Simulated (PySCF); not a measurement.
C4H9, SMILES C[C](C)C, doublet, GFN2-xTB optimised geometry.

```
13

C      1.41     0.05     0.00
C     -0.07     0.05     0.00
C     -0.80    -1.19    -0.38
C     -0.80     1.34     0.00
H      1.80    -0.90     0.36
H      1.80     0.85     0.63
H      1.82     0.20    -1.01
H     -0.29    -2.08     0.00
H     -1.82    -1.18     0.01
H     -0.87    -1.30    -1.47
H     -0.29     2.08     0.62
H     -0.87     1.77    -1.01
H     -1.82     1.22     0.36
```

Density from unrestricted PBE/def2-TZVP in PySCF 2.14.0 at that geometry.

Minimum of the electron density along straight lines between bonded atoms, close to the bond critical point (lines longer than 1.1 times the sum of covalent radii, or with two minima, are not listed):

```
bond    length / Å  ρ at the minimum / e bohr⁻³  ∇²ρ there / e bohr⁻⁵  position (fraction from the first atom)
------  ----------  ---------------------------  --------------------  ---------------------------------------
C1–C2        1.485                        0.262                 -0.66                                     0.50
C2–C3        1.485                        0.262                 -0.66                                     0.50
C2–C4        1.485                        0.262                 -0.66                                     0.50
C1–H5        1.089                        0.276                 -0.92                                     0.64
C1–H6        1.090                        0.276                 -0.92                                     0.64
C1–H7        1.099                        0.267                 -0.86                                     0.64
C3–H8        1.089                        0.276                 -0.92                                     0.64
C3–H9        1.090                        0.275                 -0.92                                     0.64
C3–H10       1.099                        0.267                 -0.86                                     0.64
C4–H11       1.090                        0.276                 -0.92                                     0.64
C4–H12       1.099                        0.267                 -0.86                                     0.64
C4–H13       1.090                        0.275                 -0.92                                     0.64
```
